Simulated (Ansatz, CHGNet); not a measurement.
Elastic constant C44 (GPa) of 25 elemental solids other than molecular ones, computed with the machine-learned potential CHGNet-r²SCAN (trained on r²SCAN data) and with PBE (Ansatz, a quantum-chemistry and plane-wave program, plane waves, PAW). The set holds measured phases with no doubt noted on the run or the magnetic state but for the caveats below. 6 more of the class have both values but aren't in it, for one of these reasons: built or high-temperature cells, doubts on the run or the magnetic state, unlike cells, values of zero, layered or molecular crystals. Solids without a value at one level (not run, failed, or a magnetic order lost), or held back for tests, aren't counted.

All rows, in order of the shift (worked out from unrounded values):

```
solid                 CHGNet-r²SCAN   PBE  shift (%)
--------------------  -------------  ----  ---------
bcc K                          2.49  2.77      +11.3
fcc Sr                         8.51  9.95      +16.9
fcc Cu                         59.3  80.6        +36
fcc Al                         18.2  27.7        +52
bcc Na                         4.05  6.30        +56
fcc Ca                         8.93  14.6        +63
fcc Ag                         23.7  42.2        +78
hcp Tl                         3.68  7.22        +96
diamond                         282   558        +98
fcc Ni                         64.4   133       +107
bcc Li                         5.58  11.6       +108
hcp Sc                         12.7  29.6       +133
hcp Mg                         7.48  18.4       +146
white tin (β-Sn)               6.96  19.4       +178
diamond-structure Si           23.0  74.2       +222
hcp Zr                         8.09  26.6       +228
hcp Ti                         11.7  44.3       +279
hcp Co                         24.0  98.3       +310
hcp Be                         40.5   168       +316
α-phase Ga                     8.59  35.9       +318
hcp Os                         50.2   258       +413
fcc Ir                         48.4   256       +429
hcp Y                          2.84  25.4       +792
hcp Cd                         0.92  8.52       +821
fcc Pb                         1.67  16.6       +897
```

The shift from CHGNet-r²SCAN to PBE has a median of +146 %, and eight in ten lie between +42 % and +647 %; PBE is the larger in 25 of 25. Each level is at its own cell, so the shift holds the change of volume too.

Ansatz's runs of these crystals have no spin polarisation, but for hcp Co, fcc Ni.

Density-functional runs with spin start from parallel moments for hcp Co, parallel moments for fcc Ni.

Spin–orbit coupling is left out, also for the solids with elements from indium on (hcp Os, white tin (β-Sn), hcp Tl, fcc Ir, fcc Pb); its size isn't shown.

Each level is taken at its own relaxed cell. Ansatz's density-functional and Hartree–Fock values are scalar-relativistic unless marked +SOC, with PAW data made under PBE.
